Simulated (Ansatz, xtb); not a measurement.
## Isomers of C4H7OP in order of energy

4 gas-phase structures of C4H7OP, from a drawn sample of its isomers (lower ones may exist). Each was relaxed with GFN2-xTB:

A. `O=[P@@H]1C=CCC1`, a singlet
B. `C#CC[P@H](C)=O`, a singlet
C. `O=[PH]1CC=CC1`, a singlet
D. `CC#C[P@H](C)=O`, a singlet

Problem. Which do you expect lowest at r2SCAN-D4/def2-SVP, and how would the others follow?

Solution. Calculated order at r2SCAN-D4/def2-SVP: C (0.0), A (5.0), D (116.6), B (137.7) kJ/mol.

Energies above the lowest of each column, in kJ/mol; the last columns are at B3LYP-D3(BJ)/def2-SVP geometries and were run for some of them only (a dash: not run or not comparable):

| structure | GFN2-xTB | HF/STO-3G | r2SCAN-D4/def2-SVP | B3LYP-D3(BJ)/def2-SVP | CCSD(T)/def2-SVP + ΔMP2/def2-TZVPP |
| --- | --- | --- | --- | --- | --- |
| C | 0.0 | 0.0 | 0.0 | 0.0 | 0.0 |
| A | 6.9 | 7.1 | 5.0 | 4.9 | 3.2 |
| D | 114.5 | 156.9 | 116.6 | 110.1 | 100.5 |
| B | 130.4 | 185.2 | 137.7 | – | – |

Every level run on C puts it lowest or level with the lowest. Flexible structures stand in one conformer each, not always the lowest. Frequencies (GFN2-xTB) were run for A, C, D alone. ΔMP2 is the change of the MP2 energy from the smaller to the larger basis.

Over these structures GFN2-xTB departs from r2SCAN-D4/def2-SVP by 2.8 kJ/mol on average once a common shift is removed. A GFN2-xTB relaxation took about 0.13 s and the r2SCAN-D4/def2-SVP energy about 1.9 s on a shared host (Ansatz 0.2.0, xtb 6.7.1).
